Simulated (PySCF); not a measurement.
B(Cl)3 cation (BCl₃), SMILES ClB(Cl)Cl (connectivity only; charge and spin as stated), charge +1, multiplicity 2. Atoms are numbered in the order given.

```xyz
4

B      0.0000     0.0000     0.0000
Cl     1.7312     0.0000     0.0000
Cl    -0.8656    -1.4993     0.0000
Cl    -0.8656     1.4993     0.0000
```
Charge +1, spin multiplicity 2.

The structure is a stationary point at r2SCAN-D4/def2-SVP. The spin state was assumed, not searched. The isomer is the one that the SMILES or the coordinates give; other isomers of the formula were not compared.

Two levels are set side by side: PBE/pcH-1 (PySCF) and PBE0/pcH-1 (PySCF). Contact hyperfine couplings, same geometry. Differences are taken from unrounded values.

| quantity | PBE0 | PBE | PBE minus PBE0 |
|---|---|---|---|
| A(iso) of 11B, atom B1 (MHz) | -20.5 | -20.6 | -0.1 |
| A(iso) of 35Cl, atom Cl2 (MHz) | 8.9 | 3.1 | -5.9 |
| A(iso) of 35Cl, atom Cl3 (MHz) | 8.9 | 3.1 | -5.9 |
| A(iso) of 35Cl, atom Cl4 (MHz) | 8.9 | 3.1 | -5.9 |

Rough cost on one machine, each run with all the roots and properties that it gave: PBE0 against PBE within a factor of 2.
